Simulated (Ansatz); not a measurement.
# How methods differ on AlH (SMILES [AlH])

AlH: 2 atoms, total charge 0, spin state singlet. As SMILES, `[AlH]`. The shape is that of a PBE0-D4/def2-TZVP optimisation.

```xyz
2

Al    0.0000    0.0000   -0.0256
H     0.0000    0.0000    1.6391
```

Each level gives the energy change with the Al1–H2 bond stretched from 1.665 to 2.017 Å (eV). The values are calculated.

```tsv
level	kind	program	value (eV)
r2SCAN/3-21G (restricted)	meta-GGA	Ansatz	0.31
B3LYP/3-21G (restricted)	global hybrid	Ansatz	0.31
BHLYP/3-21G (restricted)	global hybrid	Ansatz	0.37
HSE06/3-21G (restricted)	range-separated hybrid	Ansatz	0.31
wB97M-V/3-21G (restricted)	range-separated hybrid	Ansatz	?
wB97X/3-21G (restricted)	range-separated hybrid	Ansatz	?
CCSDT/3-21G (restricted)	coupled cluster or CI	Ansatz	0.25
CCSDTQ/3-21G (restricted)	coupled cluster or CI	Ansatz	0.25
FCI/3-21G	exact in the basis	Ansatz	0.25
```

Task: Estimate what the levels marked ? give.

Result: As computed at these levels: wB97M-V/3-21G (restricted): 0.34 eV; wB97X/3-21G (restricted): 0.36 eV. The first shape isn't each level's own minimum. The values span 0.25 to 0.37 eV. All rows use very small basis sets, so even the best lies far from the true value.
